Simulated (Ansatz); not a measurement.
Input for Ansatz (development build ahead of 0.2.0):

```yaml
crystal:
  periodic: [false, false, false]
  atoms:
    - { symbol: "N", position_ang: [-0.00049, -0.02151, 0.07645] }
    - { symbol: H, position_ang: [0.94724, 0.03401, -0.24886] }
    - { symbol: H, position_ang: [-0.5057, 0.82508, -0.25438] }
    - { symbol: H, position_ang: [-0.44589, -0.85527, -0.28639] }
basis:
  gaussian: { orbitals: cc-pVDZ }
hamiltonian:
  xc: hf
correlation:
  method: mp2
  frozen_orbitals: { H: 0, "N": 1 }
```

The input is written out in the form of the current development build from the run's settings.

Output:

```yaml
Converged: yes
Reference_energy: -56.19377 hartree
Correlation_energy: -0.18644 hartree
Total_energy: -56.38021 hartree
Spin_squared_of_the_determinant: 0.000
```
